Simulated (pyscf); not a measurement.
Elementary routes open to `[O]=[Mo](=[O])([OH])[OH]` + `[ClH]` in the gas phase (singlet surface):
A. `[O]=[Mo]([OH])([OH])([OH])[Cl]` (Cl–H broken; H–O, Cl–Mo formed)
B. `[O]=[Mo](=[O])([OH])[Cl]` + `[OH2]` (Mo–O, Cl–H broken; Cl–Mo, H–O formed)

Single points on ωB97X-D3(BJ)/def2-SVP structures (PySCF, gas phase).

### Question
Rank the routes by free-energy barrier at 900 K, lowest first, for ωB97M-D3(BJ)/def2-TZVP energies (ideal gas, 1 atm, RRHO with modes under 100 cm⁻¹ raised to 100, one conformer, R ln 2 for chiral ones without a mode under 150 cm⁻¹).

### Answer
B (36.7 kcal/mol), A (42.0 kcal/mol)

Route B is the fastest of these, ahead of the next by 5.2 kcal/mol. The most stable products are those of B (ΔG = -6.0 kcal/mol), so kinetics and thermodynamics agree. At 298 K B is still the fastest. A: On the reactant side the descent ends in a complex, 7.0 kcal/mol under the separated species and 14.3 kcal/mol under the saddle at ωB97X-D3(BJ)/def2-TZVP. B: On the reactant side the descent ends in a complex, 5.9 kcal/mol under the separated species and 7.7 kcal/mol under the saddle at ωB97X-D3(BJ)/def2-TZVP. On the product side the descent ends in an adduct with a Mo–O contact, 9.7 kcal/mol under the separated species and 20.6 kcal/mol under the saddle at ωB97X-D3(BJ)/def2-TZVP. Only these routes are compared; each barrier is that of the saddle found, and lower ones may exist. Elements past Kr carry the def2 core potentials, without spin-orbit coupling.
